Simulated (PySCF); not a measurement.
# How the method moves the proton affinities of 2,2,2-trifluoroethanol

Structure: `OCC(F)(F)F` (C2H3F3O). Optimised structure (Å), atoms numbered from 1:
```
O    -0.2220    1.1648    1.0861
C     0.5597    0.3290    0.3023
C    -0.2727   -0.7038   -0.4275
F    -1.2065   -0.0959   -1.1788
F     0.4898   -1.4387   -1.2381
F    -0.9062   -1.5262    0.4032
H    -0.8341    1.6333    0.5071
H     1.2608   -0.2065    0.9590
H     1.1566    0.8609   -0.4638
```

All levels share the PBE0-D3(BJ)/def2-SVP structures and the PBE0-D3(BJ)/def2-SVP thermal terms; only the single-point energies (PySCF) change. Values are proton affinities (298 K, kJ/mol).

Measured (NIST Chemistry WebBook): proton affinity (−ΔH) 700 kJ/mol.

```jsonl
{"level": "ωB97X-D3(BJ)/def2-TZVP", "O1": "709"}
{"level": "HF/6-311++G(2d,2p)", "O1": "711"}
```

Hartree-Fock leaves out electron correlation, so its proton affinities can be off by tens of kJ/mol.

The spread: 3 kJ/mol, from 709 to 711.

Differences come from unrounded values, so a last digit can differ from that of the printed terms.
